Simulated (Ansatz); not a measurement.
Run this with the Ansatz DFT code, driven from Python and show what comes out.

Script `run_composite.py`:
```python
"""A composite energy for AlH3: DFT geometry, MP2 basis limit, coupled-cluster correction."""

import itertools

import ansatz
from ase.data import atomic_numbers, covalent_radii
import numpy as np

mol = (
    ansatz.Crystal.molecule()
    .atom("Al", [0.0439, -0.056, 0.0094])
    .atom("H", [0.6309, 0.6899, 1.2802])
    .atom("H", [-1.3943, -0.8404, 0.1215])
    .atom("H", [0.775, 0.1462, -1.4314])
)

calc = (
    mol.calculation()
    .basis(gaussian="def2-SVP")
    .functional("b3lyp")
)
symbols = [site.symbol for site in mol.cartesian_sites]
start = np.array([site.position_ang for site in mol.cartesian_sites], dtype=float)
report = calc.relax(force_tolerance=0.01).run(threads=1, pin="off").report
end = np.array(report["positions_ang"])
# pairs closer than 1.2 times the sum of covalent radii, before or after
radius = [covalent_radii[atomic_numbers[s]] for s in symbols]
span = lambda where, i, j: np.linalg.norm(where[i] - where[j])
bonded = [(i, j) for i, j in itertools.combinations(range(len(symbols)), 2) if min(span(start, i, j), span(end, i, j)) < 1.2 * (radius[i] + radius[j])]
print("pair        before    after (A)")
for i, j in bonded:
    print(f"{symbols[i]}{i}-{symbols[j]}{j}".ljust(10), f"{span(start, i, j):8.4f} {span(end, i, j):8.4f}")

minimum = ansatz.Crystal.molecule()
for symbol, place in zip(symbols, end):
    minimum = minimum.atom(symbol, place.tolist())
at_minimum = minimum.calculation()
# MP2 extrapolated to the basis limit, plus the small-basis difference CCSD(T) - MP2
level = lambda method, basis: at_minimum.basis(gaussian=basis).correlation(method).run(threads=1, pin="off").report
small, large, cluster = level("mp2", "cc-pVDZ"), level("mp2", "cc-pVTZ"), level("ccsd_t", "cc-pVDZ")
corr = lambda each: (each["free_energy_ev"] - each["reference_energy_ev"]) / 27.211386246
mp2_limit = (27 * corr(large) - 8 * corr(small)) / 19
pieces = {"HF / cc-pVTZ": large["reference_energy_ev"] / 27.211386246, "MP2 correlation, DZ-TZ limit": mp2_limit, "CCSD(T) - MP2 / cc-pVDZ": corr(cluster) - corr(small)}
for name, value in pieces.items():
    print(f"{name:32s} {value:14.6f} Ha")
print(f"{'sum':32s} {sum(pieces.values()):14.6f} Ha")
print("T1 diagnostic", round(cluster["correlation"]["coupled_cluster"]["t1_diagnostic"], 4))
```

```console
$ python run_composite.py
pair        before    after (A)
Al0-H1       1.5861   1.5866
Al0-H2       1.6420   1.5866
Al0-H3       1.6283   1.5866
HF / cc-pVTZ                        -243.644283 Ha
MP2 correlation, DZ-TZ limit          -0.100994 Ha
CCSD(T) - MP2 / cc-pVDZ               -0.025384 Ha
sum                                 -243.770661 Ha
T1 diagnostic 0.0087
```

Reading the output:
- Total energies depend on the basis set; only differences at equal settings carry meaning.
- The sum leaves out core correlation, relativity, the Hartree-Fock basis error and zero-point energy; a DZ-TZ extrapolation is rough.
- b3lyp holds the VWN-RPA fit, as in Gaussian; the form of ORCA and Turbomole is b3lyp5.
- Inner cores stay frozen, so this is valence correlation.
- For Al to Cl the sets with a tight d function, cc-pV(X+d)Z, are usual.
- An extrapolation from small basis sets is rough.
- Timing: 2.3 s on 1 thread of Arm Neoverse V2, on a shared host, peak memory 0.17 GiB.

(A comment or docstring line of the script was reworded after the run, the code is as it ran.)
